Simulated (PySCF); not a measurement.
C2H5O, SMILES [O]CC, multiplicity 2. Geometry optimised at PBE0-D3(BJ)/def2-TZVP. The isomer is the one that the SMILES or the coordinates give; other isomers of the formula were not compared.

**Question.** Give the equilibrium geometry at PBE0-D3(BJ)/def2-TZVP (PySCF confirms it by a frequency run) as Cartesian coordinates in Å, and its point group. (An estimate is asked for; the answer gives what the named calculation found.)

**Answer.** point group Cs.
```xyz
8

C     -0.1934     1.1814     0.0000
C      0.4726    -0.1796     0.0000
O     -0.3620    -1.2483     0.0000
H      0.5531     1.9797     0.0000
H     -0.8226     1.2980    -0.8844
H     -0.8226     1.2980     0.8844
H      1.1565    -0.3002     0.8634
H      1.1565    -0.3002    -0.8634
```
Charge 0, spin multiplicity 2.
